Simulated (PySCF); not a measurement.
**Beryllium: a sound run and one with changed settings**

Sound run: Be [He] 2s2, Be⁺ [He] 2s1. Calculation: PySCF 2.14, in 6-31G* (3s2p1d, 14 functions); no relativity, point nucleus. The sound run starts from symmetry-adapted Hartree-Fock orbitals and uses a fine grid where one is needed.

Changed run: 14 angular points. This setting is unsound on purpose.

```
species  method  sound run (hartree)  changed run (hartree)  converged
     Be     UHF            -14.56676              -14.56676        yes
     Be   M06-L            -14.65765              -14.65765        yes
     Be   B3LYP            -14.66806              -14.66806        yes
    Be⁺     UHF            -14.27541              -14.27541        yes
    Be⁺   M06-L            -14.33255              -14.33255        yes
    Be⁺   B3LYP            -14.33551              -14.33551        yes
```

Ionisation energy of Be:

| method | sound run (eV) | changed run (eV) |
| --- | --- | --- |
| UHF | 7.928 | 7.928 |
| M06-L | 8.846 | 8.846 |
| B3LYP | 9.049 | 9.049 |

Here the setting changes nothing at the digits shown.

For comparison, NIST gives 9.323 eV between the lowest levels.
